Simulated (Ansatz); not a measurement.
Ideal-gas functions of HLiO, SMILES `[Li][OH]` at 600 K and 1 bar, from an Ansatz frequency run at PBE0-D4/def2-TZVP.

Molar mass 23.95 g/mol, point group C∞v (symmetry number 1), electronic degeneracy 1, moments of inertia 13.905 u Å². Harmonic wavenumbers (cm⁻¹, unscaled): 377, 377, 979, 4051.

Use S(trans) = R[1.5 ln M + 2.5 ln T − 1.1517]; rotational temperatures θ = 24.2544 K / I; S(rot) = R[ln(T/σθ) + 1]; for each mode x = 1.438777 ν̃/T, S = R[x/(eˣ − 1) − ln(1 − e⁻ˣ)] and H = RT x/(eˣ − 1); 1 cm⁻¹ = 0.0119627 kJ/mol; R = 8.31446 J/(mol·K).

Problem. By hand: the entropy, in J/(mol·K).

Solution. Translation 163.0. Rotation: θ = 1.7443 K, giving 56.9. Vibration, mode by mode: 9.43, 9.43, 2.90, 0.01, in all 21.8. Electronic 0.0. Sum 241.7 J/(mol·K).

Problem. By hand: H − E and G − E in kJ/mol, counted from the electronic energy.

Solution. Zero-point energy ½ × 5784 × 0.0119627 = 34.6; thermal vibration 7.4; translation, rotation and pV give 3.5 RT = 17.5. H − E = 59.5 kJ/mol, and G − E = 59.5 − 600 × 241.7/1000 = -85.5 kJ/mol.

Vibration gives 9 % of the entropy.
